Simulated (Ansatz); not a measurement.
# C3H5O2: the cost of one run

Program: Ansatz 0.2.0, Gaussian basis. Level of theory: the settings change from run to run. These are calculated values, not measurements.

### 1 The geometry

The structure was relaxed beforehand with PBE0-D4 in a triple-zeta def2 set.

SMILES `[CH2]OC(C)=O`, 10 atoms, charge 0, spin multiplicity 2.

Atoms are counted from 1 here; the program's logs count them from 0.

Bond lengths: C1–O2 1.355 Å, C1–H6 1.076 Å, C1–H7 1.078 Å, O2–C3 1.363 Å, C3–C4 1.493 Å, C3–O5 1.197 Å, C4–H8 1.092 Å, C4–H9 1.087 Å, C4–H10 1.092 Å. Angles: O2–C1–H6 114.2°, O2–C1–H7 119.0°, H6–C1–H7 126.7°, C1–O2–C3 118.0°, O2–C3–C4 110.4°, O2–C3–O5 122.9°, C4–C3–O5 126.7°, C3–C4–H8 109.9°, C3–C4–H9 109.5°, C3–C4–H10 109.9°, H8–C4–H9 110.1°, H8–C4–H10 107.3°, H9–C4–H10 110.1°.

Geometry (Å):

```xyz
10
charge 0, multiplicity 2
C    -0.2670    1.8821   -0.6470
O    -0.4721    0.7471    0.0638
C     0.3597   -0.3085   -0.1621
C    -0.0178   -1.4628    0.7067
O     1.2552   -0.2733   -0.9552
H    -0.9569    2.6766   -0.4199
H     0.5403    1.9138   -1.3604
H     0.0367   -1.1715    1.7575
H     0.6540   -2.2953    0.5151
H    -1.0490   -1.7593    0.5047
```

### 2 B97M-V/def2-TZVPD

Set apart from the defaults: atoms shaken by 0.08 Å, high accuracy.

The input, in.yaml:

```yaml
crystal:
  periodic: [false, false, false]
  atoms:
    - {symbol: C, position_ang: [-0.304791, 1.798665, -0.685954]}
    - {symbol: O, position_ang: [-0.483589, 0.754421, 0.019804]}
    - {symbol: C, position_ang: [0.153695, -0.178389, -0.019041]}
    - {symbol: C, position_ang: [0.013535, -1.401470, 0.670622]}
    - {symbol: O, position_ang: [1.348032, -0.291276, -0.910221]}
    - {symbol: H, position_ang: [-1.172142, 2.720274, -0.520693]}
    - {symbol: H, position_ang: [0.464474, 1.937008, -1.304567]}
    - {symbol: H, position_ang: [0.166236, -1.147033, 1.665600]}
    - {symbol: H, position_ang: [0.630396, -2.360470, 0.479910]}
    - {symbol: H, position_ang: [-1.068458, -1.732934, 0.396164]}
basis:
  gaussian: {orbitals: def2-TZVPD}
magnetization: {spin_polarized: true, initial_magnetization: 1}
hamiltonian: {xc: {name: B97M-V}}
accuracy: high
output: {forces: true}
```

Run with:

```bash
$ ansatz run in.yaml --threads 4 --pin off --events-out ev --progress --plain --max-ram 10444MiB
```

Q: Estimate wall time and peak memory on 4 threads of AMD EPYC 7B13, shared host.

About 43 s, with a peak of 2.2 GiB.
